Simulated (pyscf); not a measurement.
## Four-centre exchange: HO–Si(OH)(F)–F + HO–SiH₃ → HO–Si(F)(F)–O–SiH₃ + H₂O

Gas phase, singlet surface, charge 0. Bonds broken: O1–H6, O8–Si9. Bonds formed: O1–Si9, H6–O8. Optimised with ωB97X-D3(BJ)/def2-SVP in PySCF.

Transition state (Å):

```xyz
13

O     -0.5241     0.4200    -0.1432
Si    -0.9004    -1.1336    -0.3050
O      0.1176    -1.8969    -1.3356
F     -2.4209    -1.3199    -0.8204
F     -0.8625    -1.8577     1.1382
H     -0.7129     1.6767    -0.5148
H     -0.0403    -2.8310    -1.5051
O     -0.3982     2.6149    -0.0396
Si     0.0895     1.5872     1.4244
H     -1.0171     3.3466     0.0820
H      0.3594     2.8380     2.2314
H     -0.9760     0.9390     2.2315
H      1.4243     0.9533     1.3328
```

One imaginary mode, 598i cm⁻¹; descent along it reached the two sides named, in the forms told below.

| bond | change | reactant side (Å) | saddle | product side |
|---|---|---|---|---|
| O1–H6 | breaks | 0.978 | 1.324 | 2.8 |
| O8–Si9 | breaks | 1.685 | 1.854 | 2.8 |
| O1–Si9 | forms | 4.0 | 2.048 | 1.682 |
| H6–O8 | forms | 1.833 | 1.098 | 0.970 |

Electronic energies relative to the separated reactants (kcal/mol):

```json
[
 {"level": "ωB97X-D3(BJ)/def2-TZVP", "barrier": "20.5", "reaction energy": "-5.0", "reverse barrier": "25.6"},
 {"level": "PBE/def2-TZVP", "barrier": "19.2", "reaction energy": "-2.2", "reverse barrier": "21.4"},
 {"level": "r²SCAN/def2-TZVP", "barrier": "19.8", "reaction energy": "-3.1", "reverse barrier": "22.9"},
 {"level": "B3LYP-D3(BJ)/def2-TZVP", "barrier": "21.0", "reaction energy": "-4.3", "reverse barrier": "25.3"},
 {"level": "PBE0-D3(BJ)/def2-TZVP", "barrier": "19.2", "reaction energy": "-3.6", "reverse barrier": "22.9"},
 {"level": "M06-2X/def2-TZVP", "barrier": "20.5", "reaction energy": "-3.9", "reverse barrier": "24.4"},
 {"level": "ωB97M-D3(BJ)/def2-TZVP", "barrier": "21.1", "reaction energy": "-3.6", "reverse barrier": "24.7"},
 {"level": "HF/def2-TZVP", "barrier": "37.6", "reaction energy": "-4.3", "reverse barrier": "41.9"}
]
```

With ωB97M-D3(BJ)/def2-TZVP energies and thermal terms (ideal gas, 1 atm, RRHO with modes under 100 cm⁻¹ raised to 100, one conformer, R ln 2 for chiral ones without a mode under 150 cm⁻¹), in kcal/mol:

```
T (K)   ΔH‡   ΔG‡    ΔH    ΔG
-----  ----  ----  ----  ----
298    20.8  34.1  -3.1  -1.6
600    20.8  47.6  -3.0  -0.1
900    21.2  60.9  -3.1  +1.4
1200   21.9  74.1  -3.2  +2.9
```

On the reactant side the descent ends in a complex (not fully relaxed), 7.4 kcal/mol under the separated species and 28.0 kcal/mol under the saddle at ωB97X-D3(BJ)/def2-TZVP. On the product side the descent ends in a complex (not fully relaxed), 6.3 kcal/mol under the separated species and 31.8 kcal/mol under the saddle at ωB97X-D3(BJ)/def2-TZVP. One saddle was located; it need not be the lowest between these sides.
